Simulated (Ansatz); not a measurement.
Relaxation of AlClH₅N (8 atoms, charge 0, multiplicity 1), to a largest force component of 0.03 eV/Å in at most 50 steps.

These are results of RKS PBE-D4/def2-SVP (Ansatz 0.2.0), not measurements.

```xyz
8
Properties=species:S:1:pos:R:3
Al 0.019 -0.194 0.157
N 0.018 -0.221 2.037
H -0.804 -0.422 2.615
H 0.861 -0.198 2.621
H 1.437 -0.034 -0.552
H -1.406 -0.364 -0.538
Cl -0.352 3.103 1.013
H -0.258 1.991 1.762
```

Question: Where does it end, and by what steps?

Answer: It converged. After 12 steps the energy has fallen by 1.933 eV; H8 moved furthest, 1.17 Å. Parted: Cl7–H8 (1.34 → 2.81 Å). Joined: Al1–Cl7 (3.43 → 2.17 Å), N2–H8 (2.25 → 1.03 Å).

```
step  energy less start (eV)  largest force component (eV/Å)  accepted
   0                  0.0000                           1.245       yes
   1                 -0.1742                           0.595       yes
   2                 -0.2714                           1.016       yes
   3                 -0.4737                           1.451       yes
   4                 -0.9858                           1.966       yes
   5                 -1.5534                           1.767       yes
   6                 -1.7674                           2.605       yes
   7                 -1.8199                           0.882       yes
   8                 -1.8611                           1.416       yes
   9                 -1.9207                           0.336       yes
  10                 -1.9315                           0.039       yes
  11                 -1.9326                           0.049       yes
  12                 -1.9329                           0.016       yes
```

```xyz
8
Properties=species:S:1:pos:R:3
Al -0.067 0.517 0.062
N -0.032 0.197 2.118
H -0.787 -0.413 2.461
H 0.861 -0.182 2.465
H 1.396 0.024 -0.373
H -1.388 -0.285 -0.368
Cl -0.306 2.674 0.206
H -0.163 1.128 2.544
```

Whether the end is a true minimum wasn't checked by a vibrational analysis.

The run took 21 s on 1 thread of AMD EPYC 7B13 (Zen 3), on a shared host, peak memory 0.16 GiB.
